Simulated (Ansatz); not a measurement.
**AlHO (singlet): the correlation ladder at distance Al1–O2 = 1.594 Å, 6-31G**

One table from this session's results is given with a row withheld; the runs are named, their logs left out.

Program: Ansatz 0.2.0, Gaussian basis. Level of theory: 6-31G, core rule «outside noble gas», up to 6 orbitals frozen. These are calculated values, not measurements.

Plan: UHF; CCSD(T) on RHF; BCCD(T) on RHF; CISD; CCSDT(Q) on RHF; CISDTQ; CCSDTQ on RHF; CASSCF and MRCISD+Q, 2 electrons in 2 orbitals; CASSCF and NEVPT2, 2 electrons in 2 orbitals; Full CI.

43 further runs of the same task are left out: 21 for a known fault of the program, 16 that didn't finish, 6 set aside as unsound or not needed.

## What is computed

The geometry derives from a PBE0/def2-TZVP stationary point (not a proven minimum). One bond is set to the value named and the two fragments are kept rigid.

3 atoms, charge 0, spin multiplicity 1.

Atoms are counted from 1 here; the program's logs count them from 0.

Bond lengths: Al1–O2 1.594 Å, Al1–H3 1.568 Å. Angles: O2–Al1–H3 180.0°.

Geometry (Å):

```xyz
3
AlHO
Al    0.00000    0.00000    0.00847
O     0.00000    0.00000   -1.58528
H     0.00000    0.00000    1.57681
```

Set-up of the first run:

The input, in.yaml:

```yaml
crystal:
  periodic: [false, false, false]
  atoms:
    - {symbol: Al, position_ang: [0.000000, 0.000000, 0.008471]}
    - {symbol: O, position_ang: [0.000000, 0.000000, -1.585277]}
    - {symbol: H, position_ang: [0.000000, 0.000000, 1.576806]}
basis:
  gaussian: {orbitals: 6-31G}
magnetization: {spin_polarized: true, initial_magnetization: 0}
hamiltonian: {xc: hf}
output: {orbitals: {seedname: orbitals}}
```

Run with:

```
$ ansatz run in.yaml --threads 1 --pin off --events-out ev --progress --plain --max-ram 2393MiB
```

Among the steps run: UHF; CCSD(T) on RHF; BCCD(T) on RHF; CISD; CCSDT(Q) on RHF; CISDTQ; CCSDTQ on RHF; CASSCF and MRCISD+Q, 2 electrons in 2 orbitals; CASSCF and NEVPT2, 2 electrons in 2 orbitals; Full CI.

One of the session's tables, all rows but one given; the rest of the session is left out.

It belongs to the step «Misses and costs». 

```
       method  from FCI (meV)
          RHF         +5525.4
         RMP2          +170.9
         CISD          +682.1
        RCCSD          +327.0
     RCCSD(T)           +44.9
      BCCD(T)           +28.4
       RCCSDT           +24.6
       CISDTQ           +53.0
    RCCSDT(Q)           -21.3
      RCCSDTQ            -7.9
  CASSCF pair         +4897.5
  NEVPT2 pair          +258.7
  MRCISD pair          +580.3
MRCISD+Q pair               ?
          FCI               0
```

Q: Estimate the row for MRCISD+Q pair from the others.

As computed: from FCI (meV): +169.1. In the column «from FCI (meV)» it lies between CISDTQ (+53.0) and RMP2 (+170.9).

To keep in mind: RCCSDT(Q), RCCSDTQ fall below full CI, which methods that aren't variational can do.
